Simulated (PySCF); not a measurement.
Na2, SMILES [Na][Na].

Geometry optimised at B3LYP-D3(BJ)/def2-TZVPD.

Computed with TDA-M06-2X/def2-TZVPD in PySCF 2.14.0.

Vertical excitations; the highest root listed may be one member of a degenerate set. The molecule is in vacuum. State labels are in the subgroup D2h.

| state | symmetry | energy (eV) | λ (nm) | f | main pairs |
|---|---|---|---|---|---|
| S1 | B1u | 2.26 | 548 | 0.995 | HOMO→LUMO 99 % |
| S2 | B3u | 2.69 | 461 | 0.601 | HOMO→LUMO+2 (degenerate set) |
| S3 | B2u | 2.69 | 461 | 0.601 | HOMO→LUMO+1 (degenerate set) |
| S4 | Ag | 3.07 | 404 | 0.000 | HOMO→LUMO+3 93 % |
| S5 | B2g | 3.13 | 396 | 0.000 | HOMO→LUMO+4, HOMO→LUMO+11 (degenerate set) |
| S6 | B3g | 3.13 | 396 | 0.000 | HOMO→LUMO+5, HOMO→LUMO+12 (degenerate set) |
| S7 | B1u | 3.45 | 359 | 0.093 | HOMO→LUMO+6 99 % |
| S8 | Ag | 3.81 | 326 | 0.000 | HOMO→LUMO+10 70 %, HOMO→LUMO+9 23 % |
| S9 | B3u | 3.85 | 322 | 0.247 | HOMO→LUMO+8 (degenerate set) |
| S10 | B2u | 3.85 | 322 | 0.247 | HOMO→LUMO+7 (degenerate set) |
| T1 | B1u | 0.51 | 2419 | 0 | HOMO→LUMO 91 % |
| T2 | B2u | 1.79 | 693 | 0 | HOMO→LUMO+1, HOMO→LUMO+7 (degenerate set) |
| T3 | B3u | 1.79 | 693 | 0 | HOMO→LUMO+2, HOMO→LUMO+8 (degenerate set) |
| T4 | Ag | 2.34 | 531 | 0 | HOMO→LUMO+3 70 %, HOMO→LUMO+9 19 % |
Triplets are in the Tamm–Dancoff approximation.
